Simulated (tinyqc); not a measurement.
Worked calculation: Hueckel theory of the pi electrons with the omega technique, for the molecule c1cnsc1 (SMILES; centres numbered as the heavy atoms are written). One step of it, computed by the program tinyqc.

Task: Orbitals, round 1. Diagonalise; E = alpha + x beta with beta < 0, so the largest x are filled first; degenerate levels share their electrons. P = sum n_i c_ri c_si; each orbital has its largest coefficient positive (the first on a tie).

Hueckel matrix in units of beta (H = alpha + beta A):
```
          1C        2C        3N        4S        5C
1C  0.000000  1.000000  0.000000  0.000000  1.000000
2C  1.000000  0.000000  1.000000  0.000000  0.000000
3N  0.000000  1.000000  0.500000  0.650000  0.000000
4S  0.000000  0.000000  0.650000  1.000000  0.650000
5C  1.000000  0.000000  0.000000  0.650000  0.000000
```

pi electrons, sum of z_r less the charge = 6

Give: x values; occupations; coefficients; charge and bond-order matrix P.

Result:

x values: 2.0499  1.0000  0.8089  -0.7909  -1.5679

occupations: 2.0000  2.0000  2.0000  0.0000  0.0000

coefficients:
```
       MO1      MO2      MO3      MO4      MO5
1C  0.3855  -0.4785  -0.4165  -0.1962   0.6407
2C  0.4334  -0.4785   0.2598  -0.4244  -0.5793
3N  0.5029   0.0000   0.6266   0.5318   0.2676
4S  0.5323   0.7362  -0.1018  -0.4034   0.0399
5C  0.3569   0.0000  -0.5967   0.5795  -0.4252
```

charge and bond-order matrix P:
```
         1C       2C       3N       4S       5C
1C   1.1021   0.5758  -0.1342  -0.2094   0.7722
2C   0.5758   0.9686   0.7615  -0.2961  -0.0007
3N  -0.1342   0.7615   1.2911   0.4077  -0.3889
4S  -0.2094  -0.2961   0.4077   1.6714   0.5014
5C   0.7722  -0.0007  -0.3889   0.5014   0.9668
```
